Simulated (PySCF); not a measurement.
Computed spin Hamiltonian

Compound: C4H9O (doublet state).
Z-matrix (Å and degrees, PBE0-D3(BJ)/def2-SVP geometry), rows numbered from 1:
```
C 
C   1  1.4774
O   2  1.3964  1  109.98
C   3  1.4006  2  115.08  1   175.00
C   4  1.5186  3  113.98  2    75.45
H   1  1.0910  2  119.53  3     5.44
H   1  1.0913  2  120.26  3  -178.61
H   2  1.1171  1  110.47  3   122.10
H   2  1.1158  1  109.83  3  -123.02
H   4  1.1103  3  110.18  2   -48.89
H   4  1.1015  3  105.79  2  -163.99
H   5  1.1006  4  112.23  3   -65.33
H   5  1.1007  4  110.31  3   174.89
H   5  1.1004  4  110.33  3    55.26
```

The hyperfine couplings belong to this conformer and change with its torsions.

The species is `[CH2]COCC` [radical].

Level of theory: UKS B3LYP, IGLO-III on C O, pcH-1 on H, non-relativistic, mean-field spin-orbit, GIAO (PySCF 2.14.0). Isolated species at its PBE0-D3(BJ)/def2-SVP geometry (one conformer only). No stability test was run, so a lower SCF solution isn't excluded.

```json
{
 "g1, g2, g3": "2.00219, 2.00274, 2.00292",
 "g_iso": "2.00262",
 "Form of g": "rhombic: the two nearest values differ by 25 % of g3 − g1",
 "⟨S²⟩": "0.7541 (exact 0.7500)",
 "HOMO–LUMO gap, α and β orbitals": "6.64, 5.55 eV",
 "Total energy": "-233.08579 Eh",
 "Basis functions": "265"
}
```

Isotropic coupling and dipolar principal values T1 to T3, in MHz; ρ(0) is the spin density at the nucleus:

```tsv
atom	isotope	a_iso	T1	T2	T3	Mulliken spin population	ρ(0) (bohr⁻³)
C1	13C	85.3	-79.6	-78.9	158.5	1.10	0.0759
C2	13C	-36.6	-2.5	0.6	2.0	-0.09	-0.0325
O3	17O	2.0	-1.6	0.3	1.3	0.00	-0.0034
C4	13C	-1.4	-0.4	-0.1	0.5	0.00	-0.0012
C5	13C	0.9	-0.3	-0.2	0.5	0.00	0.0008
H6	1H	-66.5	-38.7	0.2	38.5	-0.05	-0.0149
H7	1H	-63.7	-38.4	-0.4	38.7	-0.05	-0.0143
H8	1H	118.7	-5.2	-3.8	9.0	0.05	0.0265
H9	1H	131.4	-5.4	-3.2	8.6	0.05	0.0294
H10	1H	0.4	-1.4	-1.2	2.6	0.00	0.0001
H11	1H	0.2	-0.9	-0.8	1.7	0.00	0.0000
H12	1H	0.8	-1.4	-1.0	2.4	0.00	0.0002
H13	1H	0.5	-0.5	-0.5	1.1	0.00	0.0001
H14	1H	0.1	-0.9	-0.8	1.6	0.00	0.0000
```

The largest Mulliken spin populations are on C1 (+1.10) and C2 (-0.09). C1 is the only atom above +0.15. The positive populations add up to 1.20 and the negative ones to -0.20, together 2S = 1. The angles at C1 add up to 359.9°, so it is planar; its axial dipolar tensor and the negative couplings of its protons fit spin in a p orbital normal to that plane.

Axes: g2 points within 14° of the C1–C2 bond.

Under fast tumbling the dipolar parts average out, and these isotropic splittings remain: 2 × 1H (H8/H9, I = 1/2, 3 lines) with 4.46 mT and 2 × 1H (H6/H7, I = 1/2, 3 lines) with 2.32 mT.

Nuclei that the bonding pattern makes equivalent are averaged, as if the motion that swaps them (rotation, inversion, ring flip) were fast. The 1H value of +125.0 MHz is a mean of couplings from 118.7 to 131.4 MHz in this one geometry, not an average over conformers.

The 13C coupling of C1 (85.3 MHz) shows only in satellite lines or after enrichment, since that isotope makes up about 1.07 % of natural carbon.

Hardware: Arm Neoverse V1, one thread, shared host. Cost: 35 s of wall time.
